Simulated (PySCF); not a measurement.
**Question.** What does the PBE0-D3(BJ)/def2-SVP structure of `P[BH2-][PH3+]` look like in three dimensions?

**Answer.** 
```xyz
10
BH7P2 angstrom
P      1.817    0.702    0.416
B      0.419   -0.563   -0.191
P     -1.234    0.112    0.536
H      2.919   -0.066   -0.066
H      1.816    1.583   -0.710
H      0.212   -0.676   -1.386
H      0.531   -1.629    0.396
H     -2.418   -0.626    0.286
H     -1.657    1.404    0.136
H     -1.295    0.252    1.943
```

Orientation and origin are arbitrary. Atoms count from 1 in this order. P1 (three-coordinate phosphorus) is pyramidal (angles 98.7°, 95.6° and 93.8°, sum 288.2°, 0.80 Å off the plane of its three neighbours). The 2 B–P bonds span 1.928 Å (B2–P3, drawn single) to 1.981 Å (P1–B2, drawn single), a spread of 0.053 Å. P3 (phosphorus bonded to B and 3 H) is distorted tetrahedral (angles from 100.1° to 118.0°). B2 (four-coordinate boron) is distorted tetrahedral (angles from 101.7° to 118.6°).

Bonds between heavy atoms (Å): P1–B2 1.981, B2–P3 1.928.

Theory: PBE0-D3(BJ)/def2-SVP geometry optimisation, gas phase in PySCF.

PBE0-D3(BJ)/def2-SVP frequencies: not computed here. The numbers are those of one conformer (H–P1–B2–P3 173° and -92°).

On Arm Neoverse V1, one thread, no GPU, shared host, this took 15 s and 0.37 GiB of memory at its peak. That covers the optimisation of the geometry.
